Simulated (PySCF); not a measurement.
**Spin states of MgS**

Unrestricted PBE0; PySCF, no relativity, basis sets Mg def2-SVPD, S def2-SVPD. Outer shells of the fragments: Mg 3s2; S 3s2 3p4.

Followed along the bond (rough minima from three points):

```
2Ms+1  unpaired  ⟨S²⟩ at the start  R at minimum (Å)  Te (eV)
    1      none               0.00              2.17     0.00
    3  σ ↑, π ↑               2.00              2.38     0.09
    1  σ ↓, π ↑               1.01              2.38     0.14
    3      σ ↑↑               2.00              2.35     1.42
```

Solutions found at the starting distance of 2.340 Å, counted from the lowest of them; the search is not exhaustive and high or unbound solutions are not listed, so other states can lie among these:

```
2Ms+1    unpaired   term  E (eV)  ⟨S²⟩  ⟨Lz²⟩  μ (D)
    3    σ ↑, π ↑     ³Π    0.00  2.00   1.01  -2.95
    1    σ ↓, π ↑  mixed    0.05  1.01   1.01  -2.98
    1        none    ¹Σ⁺    0.07  0.00   0.00  -8.28
    3        σ ↑↑    ³Σ⁺    1.32  2.00   0.00  -3.64
    3        π ↑↑  mixed    2.79  2.01   2.01  -3.48
    1        π ↑↓  mixed    2.92  1.03   2.01  -3.21
    3        π ↑↑  mixed    2.93  2.01   2.01  -3.34
    3        π ↑↑    ³Σ⁻    3.07  2.01   0.00   4.25
    1        π ↑↓  mixed    3.51  1.01   2.02   4.24
    1        none  mixed    4.94  0.00   2.00   4.21
    3  σ ↓, π ↑↑↑  mixed    5.20  3.00   1.01   3.79
```

A term symbol is given only where ⟨S²⟩ and ⟨Lz²⟩ are close to those of a pure state; real π, δ and φ orbitals otherwise mix terms. A positive dipole means Mg(−)S(+).

Problem. Compare the gap between the two lowest followed solutions at the starting distance with the gap between their minima.

Solution. At PBE0 the second solution (triplet, unpaired electrons σ ↑, π ↑) lies -0.07 eV from the first (singlet, closed shell) at 2.340 Å and +0.09 eV at the minima; the two curves relax by different amounts, since their minima lie near 2.38 and 2.17 Å.

Counting both spins, an empty level lies below a filled one in some of these solutions, because spin and occupation are held.
